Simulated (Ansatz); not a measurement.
Density of states of ScCo3B2 (P6/mmm, a = 4.843 Å, b = 4.843 Å, c = 2.932 Å, α = 90.00°, β = 90.00°, γ = 120.00°), in states per eV and primitive cell, averaged over bins of 0.5 eV. Theory: DFT PBEsol, scalar-relativistic, plane waves, PAW in Ansatz 0.2.0.

Cutoff 420 eV; k points 12×12×12 on the computed 6-atom cell (Γ-centred); Gaussian smearing, width 0.10 eV; no spin polarisation.

The cell is relaxed at this level. The states (both spins) are summed by tetrahedra on a 18×18×18 mesh at the self-consistent density. Energies are bin centres; the table starts no lower than −8 eV and ends at 6 eV, or lower where the solved bands end.

It is a metal at this level.

```csv
E − E_F (eV),total,Co 3d,Sc 3d,B 2p,B 2s
-7.80,1.51,0.27,0.08,0.17,0.76
-7.30,1.68,0.62,0.07,0.11,0.78
-6.80,0.42,0.11,0.02,0.10,0.13
-6.30,0.53,0.14,0.02,0.21,0.07
-5.80,1.39,0.39,0.05,0.64,0.07
-5.30,1.83,0.62,0.07,0.81,0.09
-4.80,3.35,1.55,0.10,1.28,0.11
-4.30,3.53,1.96,0.08,1.10,0.13
-3.80,5.18,3.12,0.13,1.46,0.16
-3.30,4.94,3.18,0.25,1.23,0.09
-2.80,7.08,5.31,0.48,0.85,0.03
-2.30,6.94,5.55,0.41,0.64,0.02
-1.80,4.87,3.89,0.35,0.19,0.01
-1.30,9.22,7.74,0.67,0.34,0.02
-0.80,9.12,8.11,0.48,0.29,0.04
-0.30,5.44,4.53,0.33,0.33,0.05
0.20,2.51,1.66,0.24,0.38,0.05
0.70,2.41,1.31,0.54,0.35,0.06
1.20,4.88,2.35,1.50,0.62,0.06
1.70,4.36,1.84,1.51,0.71,0.04
2.20,2.12,0.60,0.88,0.46,0.07
2.70,2.02,0.43,1.05,0.41,0.08
3.20,2.30,0.41,1.50,0.28,0.07
3.70,4.88,0.68,3.27,0.71,0.11
4.20,2.39,0.24,1.47,0.52,0.06
4.70,2.47,0.21,1.25,0.50,0.33
5.20,4.33,0.62,1.34,1.48,0.59
5.70,2.58,0.44,0.42,1.07,0.40
```

The columns after the total are the main Löwdin projections on the occupied valence shells of the potentials; 4 others are left out. The rest of the total lies in those, in shells that are empty in the free atom, which aren't projected, and between the atoms.

A ferromagnetic start lost its moments in a first run, so spin was left out; other magnetic orders weren't tried.

Cost: 1 run of about 3.4 core-minutes, on Arm Neoverse N1 (shared hosts).